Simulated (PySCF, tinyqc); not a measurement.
CID on RHF in the sto-6g basis, for HF, spin multiplicity 1, step by step. The lowest restricted solution is unstable here: a spin-polarised one lies 0.0436 hartree lower (PySCF). Computed by tinyqc, a small Python program that keeps every step (integrals from PySCF). Settings: charge = 0, multiplicity = 1, basis = sto-6g, method = RHF, energy threshold = 1e-10, iteration cap = 82, orthogonalisation = symmetric, start = Wolfsberg-Helmholz matrix, DIIS depth = 6, ci = CID, davidson = 1. Command: `OMP_NUM_THREADS=1 python tinyqc.py 23360 23361 out.jsonl` (the two numbers bound the seeds that draw the settings). One thread of a shared host (Intel(R) Xeon(R) Processor @ 2.60GHz), about 0.1 s of CPU time with the checks. The early iterations of the SCF are left out here.

## One-electron integrals

Geometry (angstrom):

| atom | x | y | z |
|---|---|---|---|
| F | 0.000000 | 0.000000 | 0.000000 |
| H | 0.000000 | 0.000000 | 1.447000 |

Basis sto-6g: exponents (1/bohr^2) and contraction coefficients of normalised primitives:

| element | l (shell) | exponent | coefficient |
|---|---|---|---|
| F | s (1) | 1728.626574 | 0.009164 |
| F | s (1) | 316.941790 | 0.049361 |
| F | s (1) | 88.668891 | 0.168538 |
| F | s (1) | 30.460157 | 0.370563 |
| F | s (1) | 11.828570 | 0.416492 |
| F | s (1) | 4.871659 | 0.130334 |
| F | s (2) | 67.032281 | -0.013253 |
| F | s (2) | 13.267438 | -0.046992 |
| F | s (2) | 4.123510 | -0.033785 |
| F | s (2) | 1.586463 | 0.250242 |
| F | s (2) | 0.689002 | 0.595117 |
| F | s (2) | 0.315820 | 0.240706 |
| F | p (3) | 67.032281 | 0.003760 |
| F | p (3) | 13.267438 | 0.037679 |
| F | p (3) | 4.123510 | 0.173897 |
| F | p (3) | 1.586463 | 0.418036 |
| F | p (3) | 0.689002 | 0.425860 |
| F | p (3) | 0.315820 | 0.101708 |
| H | s (1) | 35.523221 | 0.009164 |
| H | s (1) | 6.513144 | 0.049361 |
| H | s (1) | 1.822143 | 0.168538 |
| H | s (1) | 0.625955 | 0.370563 |
| H | s (1) | 0.243077 | 0.416492 |
| H | s (1) | 0.100112 | 0.130334 |

Overlap, kinetic and nuclear-attraction integrals over the contracted functions; the nuclear repulsion is the sum of Za Zb / Rab.

nuclear repulsion = 3.29135791 hartree

overlap S, lower triangle:
```
           1F 1s     1F 2s    1F 2px    1F 2py    1F 2pz     2H 1s
1F 1s   1.000000
1F 2s   0.232479  1.000000
1F 2px  0.000000  0.000000  1.000000
1F 2py  0.000000  0.000000  0.000000  1.000000
1F 2pz  0.000000  0.000000  0.000000  0.000000  1.000000
2H 1s   0.014831  0.184449  0.000000  0.000000  0.167247  1.000000
```

kinetic energy T (hartree), lower triangle:
```
            1F 1s      1F 2s    1F 2px    1F 2py    1F 2pz     2H 1s
1F 1s   37.397730
1F 2s   -1.143349   1.082297
1F 2px   0.000000   0.000000  3.251325
1F 2py   0.000000   0.000000  0.000000  3.251325
1F 2pz   0.000000   0.000000  0.000000  0.000000  3.251325
2H 1s   -0.004529  -0.009811  0.000000  0.000000  0.029555  0.768522
```

nuclear attraction V (hartree), lower triangle:
```
             1F 1s       1F 2s      1F 2px      1F 2py      1F 2pz      2H 1s
1F 1s   -78.188158
1F 2s    -7.950729  -11.841085
1F 2px    0.000000    0.000000  -11.829352
1F 2py    0.000000    0.000000    0.000000  -11.829352
1F 2pz   -0.006396   -0.075604    0.000000    0.000000  -11.863026
2H 1s    -0.579248   -1.473734    0.000000    0.000000   -1.139446  -4.514514
```

core Hamiltonian H = T + V (hartree), lower triangle:
```
             1F 1s       1F 2s     1F 2px     1F 2py     1F 2pz      2H 1s
1F 1s   -40.790429
1F 2s    -9.094078  -10.758789
1F 2px    0.000000    0.000000  -8.578027
1F 2py    0.000000    0.000000   0.000000  -8.578027
1F 2pz   -0.006396   -0.075604   0.000000   0.000000  -8.611701
2H 1s    -0.583777   -1.483545   0.000000   0.000000  -1.109891  -3.745992
```

## Two-electron integrals

Functions are numbered as in S; the eight-fold symmetry (ij|kl) = (ji|kl) = (kl|ij) leaves the list below.

Two-electron integrals (ij|kl) in chemists' order, unique and non-zero (hartree):
```
(11|11) 5.406240   (21|11) 0.768129   (21|21) 0.138909   (22|11) 1.266271
(22|21) 0.283987   (22|22) 0.926367   (31|31) 0.029452   (32|31) 0.044681
(32|32) 0.204753   (33|11) 1.266273   (33|21) 0.283987   (33|22) 0.926366
(33|33) 0.998085   (41|41) 0.029452   (42|41) 0.044681   (42|42) 0.204753
(43|43) 0.053789   (44|11) 1.266273   (44|21) 0.283987   (44|22) 0.926366
(44|33) 0.890506   (44|44) 0.998085   (51|51) 0.029452   (52|51) 0.044681
(52|52) 0.204753   (53|53) 0.053789   (54|54) 0.053789   (55|11) 1.266273
(55|21) 0.283987   (55|22) 0.926366   (55|33) 0.890506   (55|44) 0.890506
(55|55) 0.998085   (61|11) 0.052019   (61|21) 0.009029   (61|22) 0.018096
(61|33) 0.018067   (61|44) 0.018067   (61|51) 0.000392   (61|52) 0.000772
(61|55) 0.018154   (61|61) 0.000596   (62|11) 0.151251   (62|21) 0.034524
(62|22) 0.128149   (62|33) 0.126306   (62|44) 0.126306   (62|51) 0.002504
(62|52) 0.019948   (62|55) 0.131835   (62|61) 0.002251   (62|62) 0.023476
(63|31) 0.003566   (63|32) 0.021306   (63|53) 0.004050   (63|63) 0.003194
(64|41) 0.003566   (64|42) 0.021306   (64|54) 0.004050   (64|64) 0.003194
(65|11) 0.112336   (65|21) 0.025970   (65|22) 0.102877   (65|33) 0.098859
(65|44) 0.098859   (65|51) 0.005112   (65|52) 0.035596   (65|55) 0.110913
(65|61) 0.001754   (65|62) 0.023114   (65|65) 0.025643   (66|11) 0.363825
(66|21) 0.084538   (66|22) 0.361224   (66|33) 0.351994   (66|44) 0.351994
(66|51) 0.006147   (66|52) 0.070177   (66|55) 0.379683   (66|61) 0.005521
(66|62) 0.092995   (66|65) 0.105483   (66|66) 0.774999
```

## Orthogonalisation

S = U s U^T; symmetric (Loewdin) form X = U s^(-1/2) U^T, so that X^T S X = 1.

eigenvalues of S: 0.689357  0.870102  1.000000  1.000000  1.115131  1.325410

X, lower triangle:
```
            1F 1s      1F 2s    1F 2px    1F 2py     1F 2pz     2H 1s
1F 1s    1.021322
1F 2s   -0.121985   1.035160
1F 2px   0.000000   0.000000  1.000000
1F 2py   0.000000   0.000000  0.000000  1.000000
1F 2pz  -0.001448   0.012431  0.000000  0.000000   1.010994
2H 1s    0.009558  -0.098033  0.000000  0.000000  -0.087065  1.024575
```

## Iteration 7 (converged): orbitals

converged F (hartree), lower triangle:
```
             1F 1s      1F 2s     1F 2px     1F 2py     1F 2pz      2H 1s
1F 1s   -26.266873
1F 2s    -6.372658  -2.881993
1F 2px    0.000000   0.000000  -0.473646
1F 2py    0.000000   0.000000   0.000000  -0.473646
1F 2pz   -0.010765  -0.006627   0.000000   0.000000  -0.183992
2H 1s    -0.411983  -0.434386   0.000000   0.000000  -0.347106  -0.205990
```

Diagonalise F' = X^T F X, C = X C', fill 5 alpha and 5 beta electrons from the bottom; D = 2 C_occ C_occ^T. Each column has its largest component positive (the first on a tie).

F' = X^T F X (hartree), lower triangle:
```
            1          2          3          4          5          6
1  -25.860945
2   -3.163563  -1.792662
3    0.000000   0.000000  -0.473646
4    0.000000   0.000000   0.000000  -0.473646
5   -0.020091   0.037834   0.000000   0.000000  -0.128085
6   -0.022204  -0.215184   0.000000   0.000000  -0.333120  -0.094765
```

orbital energies (hartree): MO1 -26.269925, MO2 -1.417442, MO3 -0.473646, MO4 -0.473646, MO5 -0.431440, MO6 0.242350

coefficients C:
```
              MO1        MO2       MO3        MO4        MO5        MO6
1F 1s    0.997273  -0.247453  0.000000   0.000000   0.032517   0.035064
1F 2s    0.011544   1.013268  0.000000   0.000000  -0.175488  -0.196366
1F 2px   0.000000   0.000000  0.020616   0.999787   0.000000   0.000000
1F 2py   0.000000   0.000000  0.999787  -0.020616   0.000000   0.000000
1F 2pz   0.000599   0.009139  0.000000   0.000000   0.690412  -0.743703
2H 1s   -0.001191   0.065621  0.000000   0.000000   0.624314   0.820342
```

D after iteration 7, lower triangle:
```
            1F 1s      1F 2s    1F 2px    1F 2py    1F 2pz     2H 1s
1F 1s    2.113686
1F 2s   -0.489860   2.115282
1F 2px   0.000000   0.000000  2.000000
1F 2py   0.000000   0.000000  0.000000  2.000000
1F 2pz   0.041572  -0.223783  0.000000  0.000000  0.953504
2H 1s    0.005750  -0.086164  0.000000  0.000000  0.863265  0.788150
```

Within a degenerate level the vectors are fixed only up to a rotation; this is one choice.

## Convergence

Stop when the energy changes by less than 1e-10 hartree and every element of the error matrix X^T (F D S - S D F) X is below 3e-06.

Course of the cycle:

| iteration | E (hartree) | change | largest element of the error matrix |
|---|---|---|---|
| 1 | -98.99045874 | - | 3.94e-01 |
| 2 | -99.34914345 | -3.59e-01 | 1.50e-01 |
| 3 | -99.36278712 | -1.36e-02 | 8.33e-03 |
| 4 | -99.36284065 | -5.35e-05 | 6.09e-04 |
| 5 | -99.36284093 | -2.82e-07 | 1.37e-05 |
| 6 | -99.36284093 | -1.88e-10 | 1.71e-07 |
| 7 | -99.36284093 | -1.42e-14 | 1.75e-10 |

PySCF RHF in the same basis = -99.36284093 hartree

Converged in 7 iterations.

## Integrals over molecular orbitals

(pq|rs) = sum C_ip C_jq C_kr C_ls (ij|kl), one index at a time.

one-electron integrals over orbitals h = C^T H C (hartree), lower triangle:
```
            1          2          3          4          5          6
1  -40.777643
2    0.739105  -9.181345
3    0.000000   0.000000  -8.578027
4    0.000000   0.000000   0.000000  -8.578027
5   -0.092541   0.398199   0.000000   0.000000  -6.473056
6   -0.105376   0.591390   0.000000   0.000000   2.454225  -5.846869
```

Two-electron integrals over orbitals (pq|rs), unique and non-zero (hartree):
```
(11|11) 5.382839    (21|11) -0.540086   (21|21) 0.087318    (22|11) 1.265652
(22|21) -0.025036   (22|22) 0.887171    (31|31) 0.030339    (32|31) 0.040375
(32|32) 0.192360    (33|11) 1.265992    (33|21) -0.014383   (33|22) 0.904156
(33|33) 0.998085    (41|41) 0.030339    (42|41) 0.040375    (42|42) 0.192360
(43|43) 0.053789    (44|11) 1.265992    (44|21) -0.014383   (44|22) 0.904156
(44|33) 0.890506    (44|44) 0.998085    (51|11) 0.072084    (51|21) -0.011525
(51|22) 0.004138    (51|33) 0.001839    (51|44) 0.001839    (51|51) 0.016406
(52|11) -0.095258   (52|21) 0.003672    (52|22) -0.043220   (52|33) -0.052447
(52|44) -0.052447   (52|51) 0.020534    (52|52) 0.121928    (53|31) -0.004866
(53|32) -0.019867   (53|53) 0.031679    (54|41) -0.004866   (54|42) -0.019867
(54|54) 0.031679    (55|11) 0.847005    (55|21) -0.007584   (55|22) 0.661386
(55|33) 0.646578    (55|44) 0.646578    (55|51) -0.001237   (55|52) -0.005934
(55|55) 0.640213    (61|11) 0.079018    (61|21) -0.013087   (61|22) 0.002890
(61|33) 0.002083    (61|44) 0.002083    (61|51) -0.013799   (61|52) -0.022151
(61|55) 0.003388    (61|61) 0.018162    (62|11) -0.114525   (62|21) 0.003431
(62|22) -0.062620   (62|33) -0.062871   (62|44) -0.062871   (62|51) -0.019917
(62|52) -0.086753   (62|55) -0.019593   (62|61) 0.019515    (62|62) 0.090635
(63|31) -0.005064   (63|32) -0.020878   (63|53) -0.024546   (63|63) 0.027615
(64|41) -0.005064   (64|42) -0.020878   (64|54) -0.024546   (64|64) 0.027615
(65|11) -0.449868   (65|21) 0.006883    (65|22) -0.269748   (65|33) -0.269860
(65|44) -0.269860   (65|51) 0.001225    (65|52) 0.063894    (65|55) -0.085196
(65|61) -0.003393   (65|62) 0.025404    (65|65) 0.257459    (66|11) 0.807146
(66|21) -0.008093   (66|22) 0.616080    (66|33) 0.602500    (66|44) 0.602500
(66|51) 0.007486    (66|52) 0.034609    (66|55) 0.627126    (66|61) -0.005604
(66|62) -0.044036   (66|65) -0.028344   (66|66) 0.647549
```

## CID: determinants and Hamiltonian

Hartree-Fock energy = -99.36284093 hartree

Slater-Condon rules over spin orbitals, with the nuclear repulsion added and E(HF) subtracted on the diagonal. Only determinants linked to the reference directly or through others are kept (one block of an abelian symmetry group), so some states are absent.

Occupation strings over the orbitals (2 doubly, a alpha, b beta, 0 empty; spin orbitals ordered 1a 1b 2a 2b ...): 222220 222202 2a22b2 a222b2 222022 220222 2b22a2 202222 ab2222 b222a2 ba2222 022222

H - E(HF) between determinants (hartree), lower triangle:
```
           222220     222202     2a22b2     a222b2     222022     220222     2b22a2     202222
222220   0.000000
222202   0.257459   0.641756
2a22b2  -0.025404   0.049748   1.504198
a222b2   0.003393   0.019602   0.028117  26.087695
222022   0.027615   0.031679   0.019867   0.004866   0.722857
220222   0.027615   0.031679   0.019867   0.004866   0.053789   0.722857
2b22a2   0.025404  -0.049748  -0.121928  -0.020534  -0.019867  -0.019867   1.504198
202222   0.090635   0.121928   0.087034  -0.003672   0.192360   0.192360  -0.087034   2.571252
ab2222  -0.019515  -0.020534   0.003672  -0.139072  -0.040375  -0.040375   0.014227  -0.010666
b222a2  -0.003393  -0.019602  -0.020534  -0.016406  -0.004866  -0.004866   0.028117   0.003672
ba2222   0.019515   0.020534   0.014227   0.011525   0.040375   0.040375   0.003672   0.010666
022222   0.018162   0.016406   0.011525  -0.053719   0.030339   0.030339  -0.011525   0.087318

           ab2222     b222a2     ba2222     022222
ab2222  27.347612
b222a2   0.011525  26.087695
ba2222  -0.087318  -0.139072  27.347612
022222   0.504384   0.053719  -0.504384  55.862675
```

## CID: roots

Diagonalise (each vector has its largest component positive (the first on a tie)); all determinants have Ms = 0, so triplets appear too. The lowest singlet root is the correlation energy.

lowest roots of this matrix, relative to E(HF) (hartree): -0.093746  0.669067  0.693604  0.760100  1.382255  1.613983  2.641186  26.057764

lowest vectors:
```
           root 1     root 2     root 3     root 4
222220   0.943148   0.000000   0.250655   0.213300
222202  -0.329415   0.000000   0.753661   0.561925
2a22b2   0.024646   0.000000  -0.017749  -0.034969
a222b2   0.000084   0.000000  -0.000415  -0.000620
222022  -0.015397   0.707107  -0.428793   0.552230
220222  -0.015397  -0.707107  -0.428793   0.552230
2b22a2  -0.024646   0.000000   0.017749   0.034969
202222  -0.016382   0.000000   0.028449  -0.162393
ab2222   0.000385   0.000000  -0.000534   0.002190
b222a2  -0.000084   0.000000   0.000415   0.000620
ba2222  -0.000385   0.000000   0.000534  -0.002190
022222  -0.000184   0.000000   0.000136  -0.000615
```

<S^2> of these roots: 0.000000  0.000000  0.000000  0.000000  2.000000  0.000000  0.000000  2.000000

weight of the ground state by excitation level 0, 1, 2, ...: 0.889528  0.000000  0.110472

The reference has a weight of only 0.89: one determinant is a poor start here.

## The lowest root by the Davidson method

Start from the reference; add the residual divided by (theta - H_ii), orthogonalised, at each step.

Davidson iterations:

| iteration | subspace | lowest Ritz value (hartree) | residual norm |
|---|---|---|---|
| 1 | 1 | 0.00000000 | 2.80e-01 |
| 2 | 2 | -0.09233366 | 5.40e-02 |
| 3 | 3 | -0.09374513 | 1.19e-03 |
| 4 | 4 | -0.09374569 | 1.37e-04 |
| 5 | 5 | -0.09374570 | 6.40e-06 |
| 6 | 6 | -0.09374570 | 8.65e-08 |
